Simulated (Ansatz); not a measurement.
System: CHO₂, charge 0, doublet. CHO2 (SMILES [C](O)=O, doublet).
B3LYP-D3(BJ)/def2-TZVP minimum from Ansatz (a program for electronic structure):
```
C
O 1 1.1815
O 1 1.3236 2 130.78
H 3 0.9792 1 109.74 2 0.00
```
Charge 0, spin multiplicity 2.

Total energies in cc-pVDZ, 17 correlated electrons, 3 frozen orbitals. UHF or UKS for unpaired electrons; spin-orbit terms are left out. Correlated methods leave the cores frozen. No relativity.

| method | program | energy (Eh) | minus CCSDT(Q) (mEh) |
|---|---|---|---|
| HF | Ansatz | -188.14757 | 502.48 |
| MP2 | Ansatz | -188.62192 | 28.13 |
| CCSD | Ansatz | -188.63220 | 17.85 |
| CCSD(T) | Ansatz | -188.64758 | 2.47 |
| CCSDT(Q) | Ansatz | -188.65005 | 0.00 |

Rough core times of Ansatz's runs on a shared machine: CCSD(T) under 20 s, CCSDT(Q) 60 s.
